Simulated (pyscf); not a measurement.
Structures and frequencies: ωB97X-D3(BJ)/def2-SVP in PySCF. MP2 and CC: frozen core, UHF for open shells. ΔMP2 is the change of the MP2 total energy from the triple- to the quadruple-zeta basis.

Q: List the bond dissociation enthalpies at 298 K of O=SiH–F from CCSD(T)/def2-TZVPP + ΔMP2(QZVPP), from the weakest bond up.

A: H–Si to [O=Si–F]• + H•: 365.6 kJ/mol; F–Si to [O=SiH]• + F•: 617.8 kJ/mol. Ring and multiple bonds, and those that leave no two simple radicals, are not listed. The radicals are drawn with the spin at the cut bond; how far it spreads was not checked. O=SiH–F lies 66.3 kJ/mol over its isomer HO–Si:–F [singlet], and others may lie lower still (electronic energy, ωB97M-D3(BJ)). The CCSD(T) − MP2 part came from Ansatz, without density fitting, on the same reference. Left out: the spin-orbit lowering of F.
